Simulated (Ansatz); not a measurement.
**[SiH3]+ (SMILES [SiH3+]): entropy by statistical mechanics**

A singlet with charge 1, relaxed at MP2/6-311G** (sfX2C, density fitting with def2-universal-jkfit, def2-TZVP-rifit for correlation), 5 core orbitals frozen (Ansatz 0.2.0):

```xyz
4

Si    0.0000    0.0000    0.0000
H     0.6800    0.6687    1.1018
H    -0.1172   -1.4526   -0.0098
H    -0.5628    0.7838   -1.0920
```

Harmonic wavenumbers in cm⁻¹: 879, 974, 974, 2385, 2460, 2460.

Masses in u: Si 28.085, H 1.008. Take T = 298.15 K, p = 1 bar, R = 8.3145 J/(mol K), kT/hc = 207.22 cm⁻¹, rigid rotor and harmonic oscillator.

Question: Work out S° at 298 K.

Answer: 
1. Translation (Sackur–Tetrode): S = R[3/2 ln M + 5/2 ln T − 1.1517] with M = 31.109 gives 151.7 J/(mol K).
2. Rotation: principal moments 3.211, 3.211, 6.422 u Å² give A, B, C = 5.2504, 5.2497, 2.625 cm⁻¹; the symmetry number is σ = 6; q = (√π/σ)√((kT/hc)³/ABC) = 104; S = R(ln q + 3/2) = 51.1.
3. Vibration: with u = ν̃/207.22, each mode gives R[u/(eᵘ − 1) − ln(1 − e⁻ᵘ)]; the sum is 1.5, most from 879 cm⁻¹ (0.6), 974 cm⁻¹ (0.4), 974 cm⁻¹ (0.4).
4. Electronic: R ln 1 = 0.0, from the spin multiplicity alone.
5. Sum: 151.7 + 51.1 + 1.5 + 0.0 = 204.3 J/(mol K).

No measured value is set beside it here.
